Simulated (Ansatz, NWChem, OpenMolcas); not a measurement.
**A ladder of methods for SiNH4 (SMILES [NH][SiH3])**

SiNH4 has 6 atoms, charge 0, and is taken as a doublet. SMILES: `[NH][SiH3]`. The coordinates come from a PBE0-D4/def2-TZVP relaxation.

Quantity: the vertical energy of the quartet above the doublet, in eV. The values are calculated.

```csv
level,kind,program,value (eV),less CCSD(T)/def2-TZVP,CPU time (all runs)
UHF/def2-TZVP,Hartree–Fock,NWChem,6.10,-0.52,94 s
USVWN5/def2-TZVP,LDA,OpenMolcas,5.93,-0.69,55 s
UPBE/def2-TZVP,GGA,OpenMolcas,6.02,-0.60,85 s
UM06-L/def2-TZVP,meta-GGA,OpenMolcas,6.60,-0.02,2.1 min
UPBE0/def2-TZVP,global hybrid,NWChem,6.33,-0.29,56 s
UMP2/def2-TZVP,perturbation theory,NWChem,6.89,+0.27,2.5 min
ROCCSD(T)/def2-TZVP,coupled cluster or CI,OpenMolcas,6.62,0.00,72 s
FCI/STO-3G,exact in the basis,Ansatz,9.75,+3.13,9.2 s
```

Differences are taken from ROCCSD(T)/def2-TZVP for orientation; it has basis-set and higher-order errors of its own. The values span 5.93 to 9.75 eV. High-level rows in very small sets aren't better than simpler rows in larger ones. The upper state's dipole differs much between rows, so they may not all be the same state. CPU times are rough (shared hosts, several kinds of processor and program).
